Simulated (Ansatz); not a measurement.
A made-up structure of CH$_{3}$BSi, closed shell:

```xyz
6
angstrom
B 1.7407 -1.8481 1.4494
C -0.2365 0.4128 -0.2204
Si 0.2417 -1.2606 0.3492
H -1.1093 0.2086 -0.7862
H 0.4749 0.8711 -0.8588
H -0.4954 1.0781 0.5632
```

It is relaxed with PBE-D4/def2-SVP and then PBE0-D4/def2-TZVP (Ansatz 0.2.0). Atoms count as bonded within 1.22 times the sum of their covalent radii (H–H: 0.88 Å). The end point is not checked to be a true minimum.

Task: Does its bonding change? (A judgement: the text doesn't fix the answer.)

Result: By the calculation: No: no bond forms or breaks.

Where it ends: The first stage lowers the energy by 0.27 eV in 6 steps. It ends as CH₃BSi ([B][Si][CH3]):
```
6
angstrom
B 1.6900 -1.5675 1.3729
C -0.2246 0.3586 -0.2043
Si 0.1534 -1.4277 0.3151
H -1.1324 0.3056 -0.8170
H 0.5660 0.7891 -0.8188
H -0.4363 1.0038 0.6484
```

Labels in which every atom is bracketed show which atoms are joined, not bond orders.

For scale, one of the runs: PBE0-D4/def2-TZVP relaxation, 117 basis functions, launched by `ansatz run in.yaml --threads 2 --pin off --events-out ev --progress --plain --max-ram 4352MiB`. The run took about 17 s on 2 CPU threads of an Arm Neoverse V2 (shared host).
